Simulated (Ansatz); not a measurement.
```yaml
crystal:
  periodic: [false, false, false]
  atoms:
    - {symbol: Zr, position_ang: [0.007320, 0.000351, -0.286113]}
    - {symbol: Cl, position_ang: [-0.021858, 2.139397, 0.370408]}
    - {symbol: Cl, position_ang: [0.003023, -2.140301, 0.365788]}
basis:
  gaussian: {orbitals: def2-TZVP}
hamiltonian: {xc: pbe0}
relax: {f_tol: 0.004, max_steps: 80}
```

```sh
$ ansatz run in.yaml --threads 1 --pin off --events-out ev --progress --plain --max-ram 2176MiB
```

Steps of the relaxation (energy above the last step; positions in Å, forces in eV/Å):

```
3
step 1, 129.2 meV
Zr    0.007    0.000   -0.286    0.028    0.001   -1.076
Cl   -0.022    2.139    0.370   -0.021    1.282    0.539
Cl    0.003   -2.140    0.366   -0.006   -1.283    0.537
```

```
3
step 2, 29.4 meV
Zr    0.009    0.000   -0.367   -0.003    0.000    0.122
Cl   -0.023    2.192    0.411    0.004   -0.365   -0.061
Cl    0.002   -2.193    0.406   -0.001    0.365   -0.060
```

```
3
step 3, 10.8 meV
Zr    0.011    0.001   -0.415    0.000    0.000   -0.018
Cl   -0.024    2.146    0.435    0.000   -0.122    0.009
Cl    0.001   -2.147    0.430   -0.001    0.122    0.009
```

```
3
step 6, 0.0 meV
Zr    0.013    0.001   -0.515    0.000    0.000    0.000
Cl   -0.024    2.068    0.485    0.000    0.000    0.000
Cl    0.000   -2.069    0.480    0.000    0.000    0.000
```

Close pairs at the end: Zr1–Cl3 2.297 Å, Zr1–Cl2 2.297 Å.

A stationary point of restricted PBE0 after 6 steps (its stability towards spin polarisation wasn't tested); no frequencies were run, so it isn't proven a minimum. 51 s on 1 thread of Arm Neoverse N1, shared host.
